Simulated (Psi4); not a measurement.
**UPBE0/cc-pVTZ run of CN (SMILES [C]#N)**

What is the vertical doublet–quartet gap of CN at UPBE0/cc-pVTZ? 

The calculation is run with Psi4 1.11.

1 further run of the same task is left out (set aside as unsound or not needed).

### 1 The system as given

CN: 2 atoms, total charge 0, spin state doublet. As SMILES, `[C]#N`. Geometry: relaxed at PBE0-D4/def2-TZVP.

Bond lengths: C1–N2 1.160 Å.

### 2 Energy and forces at UPBE0/cc-pVTZ

job.dat reads:

```
memory 1600 MB

molecule {
  0 2
  C      0.93654827    -0.30311207     0.48225811
  N     -0.93654827     0.30311207    -0.48225811
  units au
  symmetry c1
  no_reorient
  no_com
}

set {
  basis cc-pVTZ
  reference uks
  puream true
  e_convergence 1e-09
  d_convergence 1e-08
  scf_type pk
  dft_radial_points 99
  dft_spherical_points 590
  maxiter 200
}

E = gradient('pbe0')
print_variables()
```

Command:

```bash
$ psi4 -i job.dat -o job.out -n 1
```

job.out:

```text
[...]
  Running in c1 symmetry.
[...]
  Nuclear repulsion =   19.157741520241903
[...]
  Multiplicity = 2
[...]
  Nalpha       = 7
  Nbeta        = 6
[...]
    Number of basis functions: 60
[...]
   @UKS iter   1:   -92.49036818253946   -4.39506e-01   9.71479e-03 ADIIS/DIIS
[...]
   @UKS iter  12:   -92.63034912002142   -9.15037e-11   5.69284e-09 DIIS
[...]
   @S^2 Observed:                7.631411252E-01
[...]
    Orbital Energies [Eh]
    ---------------------
    Alpha Occupied:
       1A    -14.449637     2A    -10.346339     3A     -0.988804
       4A     -0.521258     5A     -0.422318     6A     -0.405405
       7A     -0.405405
    Alpha Virtual:
       8A     -0.005025     9A     -0.005025    10A      0.178008
      11A      0.276889    12A      0.295167    13A      0.295167
      14A      0.456430    15A      0.536140    16A      0.536140
      17A      0.615202    18A      0.625003    19A      0.625003
      20A      0.829793    21A      0.829793    22A      0.897638
      23A      1.172280    24A      1.172280    25A      1.296381
[...]
  @UKS Final Energy:   -92.63034912002142
   => Energetics <=
    Nuclear Repulsion Energy =             19.1577415202419026
    One-Electron Energy =                -162.5162031257685840
    Two-Electron Energy =                  59.8696021097628091
    DFT Exchange-Correlation Energy =      -9.1414896242575505
    Empirical Dispersion Energy =           0.0000000000000000
    VV10 Nonlocal Energy =                  0.0000000000000000
    Total Energy =                        -92.6303491200214211
[...]
 Multipole Moments:
 ------------------------------------------------------------------------------------
     Multipole            Electronic (a.u.)      Nuclear  (a.u.)        Total (a.u.)
 ------------------------------------------------------------------------------------
 L = 1.  Multiply by 2.5417464519 to convert [e a0] to [Debye]
 Dipole X            :          1.4236899           -0.9365483            0.4871416
 Dipole Y            :         -0.4607745            0.3031121           -0.1576625
 Dipole Z            :          0.7331026           -0.4822581            0.2508445
 Magnitude           :                                                    0.5701643
[...]
  -Total Gradient:
     Atom            X                  Y                   Z
    ------   -----------------  -----------------  -----------------
       1       -0.001292729323     0.000418389392    -0.000665666918
       2        0.001292075653    -0.000418177833     0.000665330322
[...]
```

Run time: 8.4 s. Hardware: 1 thread of Intel Xeon Platinum 8375C at 2.90GHz (Ice Lake), shared host; peak memory 0.44 GiB.

### 3 The quartet, same level

job.json reads:

```json
{
 "schema_name": "qcschema_input",
 "schema_version": 1,
 "molecule": {
  "schema_name": "qcschema_molecule",
  "schema_version": 2,
  "symbols": ["C", "N"],
  "geometry": [0.93654827, -0.30311207, 0.48225811, -0.93654827, 0.30311207, -0.48225811],
  "molecular_charge": 0,
  "molecular_multiplicity": 4,
  "fix_symmetry": "c1"
 },
 "driver": "gradient",
 "model": {
  "method": "pbe0",
  "basis": "cc-pVTZ"
 },
 "keywords": {
  "reference": "uks",
  "puream": true,
  "e_convergence": 1e-09,
  "d_convergence": 1e-08,
  "scf_type": "pk",
  "dft_radial_points": 99,
  "dft_spherical_points": 590,
  "maxiter": 200
 }
}
```

Command:

```bash
$ psi4 --qcschema job.json -n 1 --memory 1600MB
```

stdout:

```text
[...]
  Running in c1 symmetry.
[...]
  Nuclear repulsion =   19.157741520241903
[...]
  Multiplicity = 4
[...]
  Nalpha       = 8
  Nbeta        = 5
[...]
    Number of basis functions: 60
[...]
   @UKS iter   1:   -92.32789000343440   -2.77028e-01   6.62576e-03 ADIIS/DIIS
[...]
   @UKS iter  13:   -92.40074305071715   -9.23706e-12   8.93033e-09 DIIS
[...]
   @S^2 Observed:                3.759733705E+00
[...]
    Orbital Energies [Eh]
    ---------------------
    Alpha Occupied:
       1A    -14.453793     2A    -10.348816     3A     -1.044283
       4A     -0.545693     5A     -0.499910     6A     -0.431274
       7A     -0.430617     8A     -0.162999
    Alpha Virtual:
       9A     -0.019676    10A      0.168187    11A      0.264301
      12A      0.271784    13A      0.284673    14A      0.448422
      15A      0.494910    16A      0.525379    17A      0.586205
      18A      0.591731    19A      0.598067    20A      0.794400
      21A      0.822271    22A      0.879924    23A      1.130779
      24A      1.133664    25A      1.277171    26A      1.490657
[...]
  @UKS Final Energy:   -92.40074305071715
   => Energetics <=
    Nuclear Repulsion Energy =             19.1577415202419026
    One-Electron Energy =                -162.0984139016510994
    Two-Electron Energy =                  59.7446944981384718
    DFT Exchange-Correlation Energy =      -9.2047651674464301
    Empirical Dispersion Energy =           0.0000000000000000
    VV10 Nonlocal Energy =                  0.0000000000000000
    Total Energy =                        -92.4007430507171534
[...]
 Multipole Moments:
 ------------------------------------------------------------------------------------
     Multipole            Electronic (a.u.)      Nuclear  (a.u.)        Total (a.u.)
 ------------------------------------------------------------------------------------
 L = 1.  Multiply by 2.5417464519 to convert [e a0] to [Debye]
 Dipole X            :         -0.0000000            0.0000000           -0.0000000
 Dipole Y            :          0.0000000           -0.0000000            0.0000000
 Dipole Z            :          0.4632133            0.0015550            0.4647683
 Magnitude           :                                                    0.4647683
[...]
  -Total Gradient:
     Atom            X                  Y                   Z
    ------   -----------------  -----------------  -----------------
       1        0.000000000000    -0.000000000000    -0.308858089822
       2       -0.000000000000     0.000000000000     0.308857847349
[...]
```

The result, in JSON:

```text
{
 "driver": "gradient",
 "model": {
  "method": "pbe0",
  "basis": "cc-pVTZ"
 },
 "success": true,
 "return_result": [1.541110867743783e-14, -2.5394808843128472e-14, -0.308858089821598, -6.276951465546275e-17, 2.3318037490866864e-14, 0.3088578473487837],
 "properties": {
  "calcinfo_nbasis": 60,
  "calcinfo_nmo": 60,
  "calcinfo_nalpha": 8,
  "calcinfo_nbeta": 5,
  "calcinfo_natom": 2,
  "nuclear_repulsion_energy": 19.157741520241903,
  "return_energy": -92.40074305071715,
  "return_gradient": [1.541110867743783e-14, -2.5394808843128472e-14, -0.308858089821598, -6.276951465546275e-17, 2.3318037490866864e-14, 0.3088578473487837],
  "scf_one_electron_energy": -162.0984139016511,
  "scf_two_electron_energy": 59.74469449813847,
  "scf_xc_energy": -9.20476516744643,
  "scf_dipole_moment": [-5.11578385926871e-15, 8.656202613895892e-16, 0.4647682867503333],
  "scf_total_energy": -92.40074305071715,
  "scf_total_gradient": [1.541110867743783e-14, -2.5394808843128472e-14, -0.308858089821598, -6.276951465546275e-17, 2.3318037490866864e-14, 0.3088578473487837],
  "scf_iterations": 13
 }
}
```

It took 9 s on 1 thread of Intel Xeon Platinum 8375C at 2.90GHz (Ice Lake), shared host; peak memory 0.44 GiB.

### 4 Outcome

At UPBE0/cc-pVTZ:

| quantity | value |
| --- | --- |
| doublet: total energy | -92.63035 Eh |
| doublet: dipole moment | 1.45 D |
| doublet: HOMO energy (highest over α and β) | -10.80 eV |
| doublet: LUMO energy (lowest over α and β) | -6.32 eV |
| doublet: ⟨S²⟩ | 0.763 |
| doublet: largest force on an atom | 0.078 eV/Å |
| quartet: total energy | -92.40074 Eh |
| quartet: dipole moment | 1.18 D |
| quartet: HOMO energy (highest over α and β) | -4.44 eV |
| quartet: ⟨S²⟩ | 3.760 |
| quartet: largest force on an atom | 15.882 eV/Å |
| vertical energy of the quartet above the doublet | 6.248 eV |

In words: At this shape the quartet lies 6.25 eV (603 kJ/mol) above the doublet.
